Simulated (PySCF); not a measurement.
Compound: C₂H₅NO.
Atom-mapped SMILES: `[H]/[N:4]=[CH:3]/[O:2][CH3:1]` (hydrogens: H5, H6, H7 on C1; H8 on C3; H9 on N4)

Method used: PySCF, PBE0-D3(BJ)/def2-SVP geometry optimisation, gas phase.

Entries marked ? are missing. Bonds in one row agree within 0.01 Å.

| coordinate | value |
| --- | --- |
| C1–O2 | 1.413 Å |
| O2–C3 | ? |
| C3=N4 | ? |
| C1–H5, C1–H6, C1–H7 | 1.100 Å |
| C3–H8 | 1.104 Å |
| N4–H9 | 1.019 Å |
| O2–C1–H5 | 106.4° |
| O2–C1–H6 | 111.0° |
| H5–C1–H6 | ? |
| H6–C1–H7 | ? |
| C1–O2–C3 | 116.2° |
| O2–C3–N4 | ? |
| O2–C3–H8 | 109.5° |
| N4–C3–H8 | 127.2° |
| C3–N4–H9 | ? |

Q: Fill in the missing values.

A: 
- O2–C3 = 1.331 Å, drawn single (ends: oxygen bonded to 2 C; C=N carbon); 0.06 Å below the sum of covalent radii, 1.39 Å.
- C3=N4 = 1.264 Å, drawn double (C=N carbon to C=N nitrogen); 0.18 Å below the sum of covalent radii, 1.44 Å.
- H5–C1–H6 = 110.4°, at the methoxy carbon; the outer atoms are 1.805 Å apart.
- H6–C1–H7 = 107.7°, at the methoxy carbon; the outer atoms are 1.778 Å apart.
- O2–C3–N4 = 123.3°, at the C=N carbon; the outer atoms are 2.284 Å apart.
- C3–N4–H9 = 110.3°, at the C=N nitrogen; the outer atoms are 1.879 Å apart.

Radii are Cordero's, carbon taken as 0.76, 0.73 or 0.69 Å for four, three, and two or fewer neighbours.

Whether it is a minimum is left open (no frequencies). One conformer, not necessarily the lowest (C1–O2–C3–N4 0°).
